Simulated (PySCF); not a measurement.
Telling isomers of C4H4F2 apart by NMR

- J: B3LYP/pcJ-1 (spin–dipole term left out of most H,H and C,H couplings)
- GFN2-xTB structure
- PBE0/pcSseg-1 with gauge-including orbitals
- run in PySCF
- equivalent nuclei averaged, a single conformation, relativity neglected, gas phase

δ = σ(ref) − σ, references computed at the same level: ¹H and ¹³C against TMS. Multiplet labels drop J under 1 Hz and among equivalent protons, and merge close values. Unscaled 3J(H,H) run several per cent high. Vicinal couplings that depend on rotamer populations or ring flexing (ring, CH–CH, X–H and H–F types) are those of the one conformer. One-bond C–F couplings are unscaled and too large by tens of Hz. Shifts are as computed. Against solution values, carbons near 30 ppm lie about +3 ppm off and those near 130 ppm about +5 ppm. Of 1309 compounds with measured shifts, 239 miss one by over three times the rms of a fit or turn the order of signals round; such compounds aren't used in these exercises.

(1) Tabulate the signals of `C=C1[C@@H](F)[C@@H]1F`, `FCC1(F)C=C1`, `F/C=C\C=C\F` and their relative energies.

(2) What is the quickest way to tell FCC1(F)C=C1 from F/C=C\C=C\F?

(3) What is the quickest way to tell C=C1[C@@H](F)[C@@H]1F from FCC1(F)C=C1?

(4) What is the quickest way to tell C=C1[C@@H](F)[C@@H]1F from F/C=C\C=C\F?

Answers

(1) 
```json
{"SMILES": "C=C1[C@@H](F)[C@@H]1F", "carbon types": "1×C 2×CH 1×CH2", "δC": "141.6, 127.9, 73.9", "δH": "6.69 (ddt, 2H), 5.18 (m, 2H)", "E rel. (kcal/mol)": "24.8"}
{"SMILES": "FCC1(F)C=C1", "carbon types": "1×C 2×CH 1×CH2", "δC": "132.3, 80.3, 75.2", "δH": "7.82 (dt, 2H), 5.09 (ddt, 2H)", "E rel. (kcal/mol)": "27.4"}
{"SMILES": "F/C=C\\C=C\\F", "carbon types": "4×CH", "δC": "161.9, 158.5, 112.2, 111.3", "δH": "7.11 (m, 1H), 6.77 (m, 1H), 6.75 (m, 1H), 5.33 (m, 1H)", "E rel. (kcal/mol)": "0.0"}
```

Energies are electronic energies at PBE0/pcSseg-1 on these geometries, without zero-point or thermal terms, each for the one conformer computed, which needn't be the lowest.

(2) Count the carbon signals: 3 against 4. The first has an sp3 CH2 bonded to F at 80.3 ppm, the second an alkene CH at 161.9 ppm. Their most deshielded carbons lie at 132.3 and 161.9 ppm. In the proton spectra the most deshielded non-exchanging signals are 7.82 (dt, J = 2.0, 1.1 Hz, 2H) and 7.11 (m, 1H).

(3) Both give the same number of carbon signals, with the same numbers of each carbon type, so the positions decide. The first has a fully substituted alkene carbon (C) at 141.6 ppm, the second a three-membered-ring carbon (C) at 75.2 ppm. Their most deshielded carbons lie at 141.6 and 132.3 ppm. In the proton spectra the most deshielded non-exchanging signals are 6.69 (ddt, J = 2.7, 1.9, 1.2 Hz, 2H) and 7.82 (dt, J = 2.0, 1.1 Hz, 2H).

(4) Count the carbon signals: 3 against 4. The first has a fully substituted alkene carbon (C) at 141.6 ppm, the second an alkene CH at 161.9 ppm. In the proton spectra the most deshielded non-exchanging signals are 6.69 (ddt, J = 2.7, 1.9, 1.2 Hz, 2H) and 7.11 (m, 1H).
